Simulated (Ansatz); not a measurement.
**Elastic constant C11 of solid iodine at several levels of theory**

No measured value is used here.

Task: Put these levels in order of the elastic constant C11 that they give for solid iodine, smallest first: LDA (Ansatz, a program for electronic structure), PBE0-D4 (Ansatz), r²SCAN (Ansatz).

Result: r²SCAN (10.1 GPa), PBE0-D4 (19.3 GPa), LDA (20.8 GPa)

Unless a cell is named, each level is at its own relaxed cell (LDA 36.95, r²SCAN 44.25, PBE0-D4 39.76 Å³/atom).

r²SCAN: the cell comes from a level without a dispersion term, which matters for the spacing of layers, chains or molecules. PBE0-D4: the dispersion coefficients are held fixed in the derivatives. LDA: LDA has no dispersion term either, though it tends to give short spacings of layers, chains or molecules. Each level is taken at its own relaxed cell. Cutoffs differ between the levels. Ansatz's density-functional and Hartree–Fock values are scalar-relativistic unless marked +SOC, with PAW data made under PBE.
